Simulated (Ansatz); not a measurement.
# BSiH₂ (doublet): from Hartree-Fock to the top rungs at distance Si1–B2 = 2.109 Å, cc-pVTZ

The task here is to estimate one member of a computed series from the others.

Computed with Ansatz 0.2.0, Gaussian basis. Level: cc-pVTZ, core rule «outside noble gas», up to 6 orbitals frozen.

To be run: UHF; CCSD(T) on ROHF; CCSD(T) on UHF; BCCD(T) on ROHF; CCSDT(Q) on ROHF; CCSDT(Q) on UHF; CASSCF and NEVPT2, 3 electrons in 3 orbitals; CASSCF and NEVPT2, 9 electrons in 10 orbitals.

## What is computed

The geometry derives from a PBE0/def2-TZVP stationary point (not a proven minimum). One bond is set to the value named and the two fragments are kept rigid.

4 atoms, charge 0, spin multiplicity 2.

Atoms are counted from 1 here; the program's logs count them from 0.

Bond lengths: Si1–B2 2.109 Å, Si1–H3 1.501 Å, Si1–H4 1.501 Å. Angles: B2–Si1–H3 102.8°, B2–Si1–H4 102.8°, H3–Si1–H4 107.0°.

The first run:

The input, in.yaml:

```yaml
crystal:
  periodic: [false, false, false]
  atoms:
    - {symbol: Si, position_ang: [-0.088641, 0.000000, 0.535121]}
    - {symbol: B, position_ang: [0.098607, -0.000001, -1.565550]}
    - {symbol: H, position_ang: [0.706134, -1.206838, 0.940539]}
    - {symbol: H, position_ang: [0.706135, 1.206839, 0.940537]}
basis:
  gaussian: {orbitals: cc-pVTZ}
magnetization: {spin_polarized: true, initial_magnetization: 1}
hamiltonian: {xc: hf}
output: {orbitals: {seedname: orbitals}}
```

Launch:

```sh
$ ansatz run in.yaml --threads 1 --pin off --events-out ev --progress --plain --max-ram 2560MiB --backend cpu
```

Among the steps run: UHF; CCSD(T) on ROHF; CCSD(T) on UHF; BCCD(T) on ROHF; CCSDT(Q) on ROHF; CCSDT(Q) on UHF; CASSCF and NEVPT2, 3 electrons in 3 orbitals; CASSCF and NEVPT2, 9 electrons in 10 orbitals.

One of the session's tables, all rows but one given; the rest of the session is left out.

| method | from RCCSDT(Q) (kcal/mol) |
| --- | --- |
| ROHF | +151.00 |
| UHF | +137.18 |
| RMP2 | +34.55 |
| UMP2 | ? |
| RCCSD | +9.62 |
| UCCSD | +9.14 |
| RCCSD(T) | +1.75 |
| UCCSD(T) | +2.88 |
| BCCD(T) | +2.01 |
| RCCSDT | +0.59 |
| UCCSDT | +0.58 |
| RCCSDT(Q) | 0 |
| UCCSDT(Q) | -0.08 |
| CASSCF pair | +130.96 |
| NEVPT2 pair | +31.08 |
| CASSCF valence | +90.29 |
| NEVPT2 valence | +23.58 |

Q: Estimate the row for UMP2 from the others.

**Answer.** from RCCSDT(Q) (kcal/mol): +39.56. In the column «from RCCSDT(Q) (kcal/mol)» it lies between RMP2 (+34.55) and CASSCF valence (+90.29).

The ROHF row is the lowest such solution found; the determinant under the restricted MP2 and coupled-cluster rows lies 0.08 eV higher.

Caveats from the session: The determinant of HF (⟨S²⟩ 1.28) is far from a pure spin state, so its energy mixes those of several spin states; that is harmless only where they are near-degenerate. The determinant of CCSD(T) (⟨S²⟩ 1.28) is far from a pure spin state, so its energy mixes those of several spin states; high orders of coupled cluster remove much of that, low ones don't. The determinant of CCSDT(Q) (⟨S²⟩ 1.28) is far from a pure spin state, so its energy mixes those of several spin states; high orders of coupled cluster remove much of that, low ones don't. Restricted and unrestricted rows rest on different reference determinants; a gap between their highest levels can come from leftover correlation error, from unlike frozen cores or from another state.
